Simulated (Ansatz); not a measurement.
A run of Ansatz (development build ahead of 0.2.0) on triplet CH₂ at this shape:

```yaml
atoms:
  - { symbol: C, position_ang: [0.0000, 0.0000, 0.0000] }
  - { symbol: H, position_ang: [0.0000, 1.0395, 0.4410] }
  - { symbol: H, position_ang: [0.0000, -0.9900, 0.4200] }
```

Its results:

```json
{"Converged": "yes", "Reference energy": "-38.92512 hartree", "CCSD correlation energy": "-0.11385 hartree", "Triples correction": "-0.00178 hartree", "Total energy": "-39.04076 hartree", "Spin squared of the determinant": "2.017"}
```

Problem. Which input gives this output? Name the method, the orbitals and the basis set, and write the input.

Solution. UHF-CCSD(T) in cc-pVDZ.

```yaml
crystal:
  periodic: [false, false, false]
  atoms:
    - { symbol: C, position_ang: [0.0, 0.0, 0.0] }
    - { symbol: H, position_ang: [0.0, 1.0395, 0.441] }
    - { symbol: H, position_ang: [0.0, -0.99, 0.42] }
basis:
  gaussian: { orbitals: cc-pVDZ }
magnetization:
  spin_polarized: true
  initial_magnetization: 2
hamiltonian:
  xc: hf
correlation:
  method: ccsd_t
  frozen_orbitals: { C: 1, H: 0 }
```
